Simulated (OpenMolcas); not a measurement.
# doublet BH+, step by step

Wanted: the energy (ROHF/6-31G**), then the energy (CASSCF(3,3)/6-31G**), then the energy (CASPT2(3,3)/6-31G**), then a single-point energy (SC-NEVPT2(3,3)/6-31G**), then the energy (MRCI(3,3)/6-31G**) of doublet BH+. 

The calculation is run with OpenMolcas 26.06.

1 further run of the same task is left out (set aside as unsound or not needed).

### Step 1. The molecule

BH+: 2 atoms, total charge +1, spin state doublet. SMILES of the parent species: `[BH]`. The bond length is the one measured for the parent species. That shape belongs to the parent species and isn't relaxed for this state.

Bond lengths: B1–H2 1.232 Å.

### Step 2. A single-point energy at ROHF/6-31G(d,p) (spherical functions) (run 1)

step1.inp reads:

```
&GATEWAY
 BASLIB = $CurrDir
 COORD
 2
 angstrom
 B        0.000000       0.000000       0.000000
 H        0.000000       0.000000       1.232400
 BASIS = 6-31Gss
 GROUP = NoSym

&SEWARD

&SCF
 UHF
 CHARGE = 1
 SPIN = 2
 SCRAMBLE = 0.25
 PRORBITALS = 1 1

&RASSCF
 FILEORB = $Project.UnaOrb
 SPIN = 2
 NACTEL = 1 0 0
 INACTIVE = 2
 RAS2 = 1
 OUTORBITALS = Canonical
 ORBLISTING = Nothing
```

The basis set 6-31G** is read from a file made from the Basis Set Exchange's data (not shown).

Command:

```sh
$ export MOLCAS_MEM=1860
$ pymolcas step1.inp > step1.log
```

Log:

```text
--- Start Module: gateway ---
[...]
--- Stop Module: gateway /rc=_RC_ALL_IS_WELL_ ---
[...]
      Basis functions           19
[...]
--- Start Module: scf ---
[...]
       Convergence after  15 Iterations
[...]
::    Total SCF energy                                -24.8153055984
[...]
      Total spin, S                                     0.5026994057
[...]
--- Stop Module: scf /rc=_RC_ALL_IS_WELL_ ---
--- Start Module: rasscf ---
[...]
      Number of active orbitals                  1
[...]
      Spin quantum number                      0.5
[...]
      Active orbitals                            1
[...]
      Number of CSFs                             1
[...]
      Number of root(s) required                 1
[...]
      Convergence after  7 iterations
[...]
      printout of CI-coefficients larger than  0.05 for root  1
      energy=     -24.813932
      conf/sym  1     Coeff  Weight
             1  u   1.00000 1.00000
      Natural orbitals and occupation numbers for root  1
      sym 1:   1.000000
      ************************************************************************************************************************
      *                                                    Final results                                                     *
[...]
::    RASSCF root number  1 Total energy:    -24.81393187
[...]
      Total electronic charge=    5.000000
      Total            charge=    1.000000
[...]
      Dipole Moment (debye):
      Origin of the operator (angstrom)=    0.0000    0.0000    0.1034
                   X= -4.7866E-05               Y= -7.3011E-05               Z=  2.8954E-01           Total=  2.8954E-01
      Center of Charge (angstrom)
[...]
--- Stop Module: rasscf /rc=_RC_ALL_IS_WELL_ ---
[...]
```

It took 1.5 s on 1 thread of Intel Xeon 6975P-C (Granite Rapids), shared host; peak memory 0.37 GiB.

### Step 3. The energy at CASSCF(3,3)/6-31G(d,p) (spherical functions) (run 2)

step2.input reads:

```
&GATEWAY
BasLib=$CurrDir
Coord
2
angstrom
B        0.000000       0.000000       0.000000
H        0.000000       0.000000       1.232400
Basis=6-31Gss
Group=NoSym
&SEWARD
&RASSCF
FileOrb=$CurrDir/step1.RasOrb
Spin=2
Nactel=3 0 0
Inactive=1
Ras2=3
OrbListing=Nothing
OrbAppear=Compact
```

The basis set 6-31G** is read from a file made from the Basis Set Exchange's data (not shown).

Command:

```sh
$ export MOLCAS_MEM=1860
$ pymolcas step2.input > step2.log
```

Log:

```text
--- Start Module: gateway ---
[...]
--- Stop Module: gateway /rc=_RC_ALL_IS_WELL_ ---
--- Start Module: seward ---
[...]
      Basis functions           19
--- Stop Module: seward /rc=_RC_ALL_IS_WELL_ ---
--- Start Module: rasscf ---
[...]
      Number of active orbitals                  3
[...]
      Spin quantum number                      0.5
[...]
      Active orbitals                            3
[...]
      Number of CSFs                             8
[...]
      Number of root(s) required                 1
[...]
      Convergence after 12 iterations
[...]
      printout of CI-coefficients larger than  0.05 for root  1
      energy=     -24.821752
      conf/sym  111     Coeff  Weight
             1  2u0   0.99655 0.99312
             8  0u2   0.08058 0.00649
      Natural orbitals and occupation numbers for root  1
      sym 1:   1.986628   0.999620   0.013752
      ************************************************************************************************************************
      *                                                    Final results                                                     *
[...]
::    RASSCF root number  1 Total energy:    -24.82175247
[...]
      Total electronic charge=    5.000000
      Total            charge=    1.000000
[...]
      Dipole Moment (debye):
      Origin of the operator (angstrom)=    0.0000    0.0000    0.1034
                   X=  5.1382E-06               Y=  8.9844E-06               Z=  3.5577E-01           Total=  3.5577E-01
      Center of Charge (angstrom)
[...]
--- Stop Module: rasscf /rc=_RC_ALL_IS_WELL_ ---
[...]
```

Run time: 1.2 s. Hardware: 1 thread of Intel Xeon 6975P-C (Granite Rapids), shared host; peak memory 0.37 GiB.

### Step 4. A single-point energy at CASPT2(3,3)/6-31G(d,p) (spherical functions) (run 3)

step3.input reads:

```
&GATEWAY
 BasLib = $CurrDir
 Coord
 2
 angstrom
 B        0.000000       0.000000       0.000000
 H        0.000000       0.000000       1.232400
 Basis = 6-31Gss
 Group = NoSym

&SEWARD

&RASSCF
 FileOrb = $CurrDir/step2.RasOrb
 Spin = 2
 Nactel = 3 0 0
 Inactive = 1
 Ras2 = 3
 OrbListing = Nothing
 OrbAppear = Compact

&CASPT2
 Imaginary = 0.1
 Frozen = 1
```

The basis set 6-31G** is read from a file made from the Basis Set Exchange's data (not shown).

Command:

```sh
$ export MOLCAS_MEM=1860
$ pymolcas step3.input > step3.log
```

Log:

```text
--- Start Module: gateway ---
[...]
--- Stop Module: gateway /rc=_RC_ALL_IS_WELL_ ---
[...]
      Basis functions           19
[...]
--- Start Module: rasscf ---
[...]
      Number of active orbitals                  3
[...]
      Spin quantum number                      0.5
[...]
      Active orbitals                            3
[...]
      Number of CSFs                             8
[...]
      Number of root(s) required                 1
[...]
      Convergence after  4 iterations
[...]
      printout of CI-coefficients larger than  0.05 for root  1
      energy=     -24.821752
      conf/sym  111     Coeff  Weight
             1  2u0   0.99655 0.99312
             8  0u2   0.08058 0.00649
      Natural orbitals and occupation numbers for root  1
      sym 1:   1.986628   0.999620   0.013752
      ************************************************************************************************************************
      *                                                    Final results                                                     *
[...]
::    RASSCF root number  1 Total energy:    -24.82175247
[...]
      Total electronic charge=    5.000000
      Total            charge=    1.000000
[...]
      Dipole Moment (debye):
      Origin of the operator (angstrom)=    0.0000    0.0000    0.1034
                   X=  9.6383E-06               Y=  1.9059E-05               Z=  3.5575E-01           Total=  3.5575E-01
      Center of Charge (angstrom)
[...]
--- Stop Module: rasscf /rc=_RC_ALL_IS_WELL_ ---
--- Start Module: caspt2 ---
[...]
 ###    WARNING: User changed nr of frozen orbitals.                         ###
 ###############################################################################
[...]
      E2 (Variational):          -0.0273919972
      Total energy:             -24.8491444720
[...]
      Reference weight:           0.98922
[...]
::    CASPT2 Root  1     Total energy:    -24.84914447
[...]
--- Stop Module: caspt2 /rc=_RC_ALL_IS_WELL_ ---
[...]
```

Wall time 1.3 s (1 thread of Intel Xeon 6975P-C (Granite Rapids), shared host); peak memory 0.36 GiB.

### Step 5. A single-point energy at SC-NEVPT2(3,3)/6-31G(d,p) (spherical functions) (run 4)

step4.inp reads:

```
&GATEWAY
  BasLib=$CurrDir
  Coord
  2
  angstrom
  B        0.000000       0.000000       0.000000
  H        0.000000       0.000000       1.232400
  Basis=6-31Gss
  Group=NoSym

&SEWARD

&RASSCF
  FileOrb=$CurrDir/step2.RasOrb
  Spin=2
  Nactel=3 0 0
  Inactive=1
  Ras2=3
  OrbListing=Nothing
  OrbAppear=Compact

&CASPT2
  SC-NEVPT2
  Frozen=1
```

The basis set 6-31G** is read from a file made from the Basis Set Exchange's data (not shown).

Command:

```sh
$ export MOLCAS_MEM=1860
$ pymolcas step4.inp > step4.log
```

Log:

```text
--- Start Module: gateway ---
[...]
--- Stop Module: gateway /rc=_RC_ALL_IS_WELL_ ---
[...]
      Basis functions           19
[...]
--- Start Module: rasscf ---
[...]
      Number of active orbitals                  3
[...]
      Spin quantum number                      0.5
[...]
      Active orbitals                            3
[...]
      Number of CSFs                             8
[...]
      Number of root(s) required                 1
[...]
      Convergence after  4 iterations
[...]
      printout of CI-coefficients larger than  0.05 for root  1
      energy=     -24.821752
      conf/sym  111     Coeff  Weight
             1  2u0   0.99655 0.99312
             8  0u2   0.08058 0.00649
      Natural orbitals and occupation numbers for root  1
      sym 1:   1.986628   0.999620   0.013752
      ************************************************************************************************************************
      *                                                    Final results                                                     *
[...]
::    RASSCF root number  1 Total energy:    -24.82175247
[...]
      Total electronic charge=    5.000000
      Total            charge=    1.000000
[...]
      Dipole Moment (debye):
      Origin of the operator (angstrom)=    0.0000    0.0000    0.1034
                   X=  9.6383E-06               Y=  1.9059E-05               Z=  3.5575E-01           Total=  3.5575E-01
      Center of Charge (angstrom)
[...]
--- Stop Module: rasscf /rc=_RC_ALL_IS_WELL_ ---
--- Start Module: caspt2 ---
[...]
 ###    WARNING: User changed nr of frozen orbitals.                         ###
 ###############################################################################
[...]
      E2 (Variational):          -0.0240678728
[...]
      E2 (Variational):          -0.0239348527
      Total energy:             -24.8456873274
[...]
      Reference weight:           0.99181
[...]
::    SC-NEVPT2 Root  1     Total energy:    -24.84568733
[...]
--- Stop Module: caspt2 /rc=_RC_ALL_IS_WELL_ ---
[...]
```

Wall time 1.1 s (1 thread of Intel Xeon 6975P-C (Granite Rapids), shared host); peak memory 0.37 GiB.

### Step 6. A single-point energy at MRCI(3,3)/6-31G(d,p) (spherical functions) (run 5)

step5.inp reads:

```
* BH MRCI
&gateway
baslib = $CurrDir
coord
2
angstrom
B        0.000000       0.000000       0.000000
H        0.000000       0.000000       1.232400
basis = 6-31Gss
group = NoSym
&seward
&rasscf
fileorb = $CurrDir/step2.RasOrb
spin = 2
nactel = 3 0 0
inactive = 1
ras2 = 3
orblisting = Nothing
orbappear = Compact
&motra
lumorb
frozen = 1
&guga
electrons = 3
spin = 2
inactive = 0
active = 3
ciall = 1
&mrci
sdci
```

The basis set 6-31G** is read from a file made from the Basis Set Exchange's data (not shown).

Command:

```sh
$ export MOLCAS_MEM=1860
$ pymolcas step5.inp > step5.log
```

Log:

```text
--- Start Module: gateway ---
[...]
--- Stop Module: gateway /rc=_RC_ALL_IS_WELL_ ---
[...]
      Basis functions           19
[...]
      Number of active orbitals                  3
[...]
      Spin quantum number                      0.5
[...]
      Active orbitals                            3
[...]
      Number of CSFs                             8
[...]
      Number of root(s) required                 1
[...]
      Convergence after  4 iterations
[...]
      printout of CI-coefficients larger than  0.05 for root  1
      energy=     -24.821752
      conf/sym  111     Coeff  Weight
             1  2u0   0.99655 0.99312
             8  0u2   0.08058 0.00649
      Natural orbitals and occupation numbers for root  1
      sym 1:   1.986628   0.999620   0.013752
      ************************************************************************************************************************
      *                                                    Final results                                                     *
[...]
::    RASSCF root number  1 Total energy:    -24.82175247
[...]
      Dipole Moment (debye):
      Origin of the operator (angstrom)=    0.0000    0.0000    0.1034
                   X=  9.6383E-06               Y=  1.9059E-05               Z=  3.5575E-01           Total=  3.5575E-01
      Center of Charge (angstrom)
[...]
      *** WARNING: Default frozen orbitals is overwritten by user input.
      *** Default values:   1
[...]
--- Start Module: guga ---
[...]
--- Stop Module: guga /rc=_RC_ALL_IS_WELL_ ---
--- Start Module: mrci ---
[...]
       (But an ACPF correction will be computed)
       USE THE DEFAULT ACPF G-VALUE GFAC=  0.66666666666666663
[...]
                      CI ENERGY:   -24.86116913
[...]
                ACPF CORRECTION:    -0.00037670
[...]
      Total electronic charge=    5.000000
      Total            charge=    1.000000
[...]
     ACPF CORRECTION:     -0.00037670
[...]
  CI State   1     Total energy:    -24.86116913     QDav:     -0.00115213     QACPF:     -0.00037670
[...]
--- Stop Module: mrci /rc=_RC_ALL_IS_WELL_ ---
[...]
```

Wall time 1.2 s (1 thread of Intel Xeon 6975P-C (Granite Rapids), shared host); peak memory 0.37 GiB.

### Step 7. Outcome

| quantity | value |
| --- | --- |
| run 1, ROHF/6-31G**: total energy | -24.81393 Eh |
| run 2, CASSCF(3,3)/6-31G**: total energy | -24.82175 Eh |
| run 3, CASPT2(3,3)/6-31G**: total energy | -24.84914 Eh |
| run 4, SC-NEVPT2(3,3)/6-31G**: total energy | -24.84569 Eh |
| run 5, MRCI(3,3)/6-31G**: total energy | -24.86117 Eh |
